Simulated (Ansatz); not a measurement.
A nudged elastic band was laid between two geometries of CH₃O (5 atoms, charge -1, multiplicity 1).

All numbers below come from RKS B3LYP-D4/def2-TZVP (Ansatz).

```
movable images  : 4
climbing image  : no
spring          : 5.0 eV/Å²
optimiser       : quadratic models (default)
start path      : through a guess of the saddle point
force threshold : 0.05 eV/Å
iteration limit : 60
end points      : relaxed
```

Initial state:

```xyz
5
Properties=species:S:1:pos:R:3
C 0.034 -0.027 -0.008
O 1.043 -0.841 -0.256
H -1.020 -0.473 -0.097
H -0.054 0.901 -0.677
H -0.004 0.441 1.038
```

Final state:

```xyz
5
Properties=species:S:1:pos:R:3
C -0.253 0.472 0.134
O 0.263 -0.920 -0.254
H -0.562 -1.391 -0.356
H 0.252 1.145 -0.601
H 0.301 0.695 1.078
```

What changes between the two ends?

Bonds broken: C1–H3. Bonds formed: O2–H3.

Give the energies along the band, and the barrier.

It converged. The highest image is number 3 of 0 to 5, 2.50 eV above the first end and 0.96 eV above the last; the last end lies 1.55 eV above the first. Neighbouring images differ by up to 1.5 eV, so the band resolves the path poorly. No image climbed, so the highest image needn't sit at the top of the path. The orbitals stay closed-shell, which can raise the energy where a bond breaks towards radicals; this wasn't checked here. Limits of this set-up: an anion without diffuse functions, the dipole of an ion depends on the origin.

| image | path coordinate (Å) | energy (eV) | C1–H3 (Å) | O2–H3 (Å) |
| --- | --- | --- | --- | --- |
| 0 | 0.00 | 0.00 | 1.15 | 2.10 |
| 1 | 0.33 | 0.61 | 1.10 | 1.79 |
| 2 | 0.67 | 2.06 | 1.12 | 1.45 |
| 3 | 1.00 | 2.50 | 1.30 | 1.10 |
| 4 | 1.34 | 1.87 | 1.63 | 0.96 |
| 5 | 1.67 | 1.55 | 1.95 | 0.96 |

What is the geometry of the highest image?


```xyz
5
Properties=species:S:1:pos:R:3:forces:R:3
C -0.181 0.296 0.085 -0.27 0.49 0.14
O 0.530 -1.051 -0.297 -0.60 0.06 0.03
H -0.562 -0.909 -0.227 0.47 -0.85 -0.24
H 0.081 1.066 -0.653 0.20 0.16 0.02
H 0.132 0.598 1.093 0.20 0.15 0.05
```

The run took 31 s on 1 thread of Arm Neoverse V1, on a shared host, peak memory 0.11 GiB.
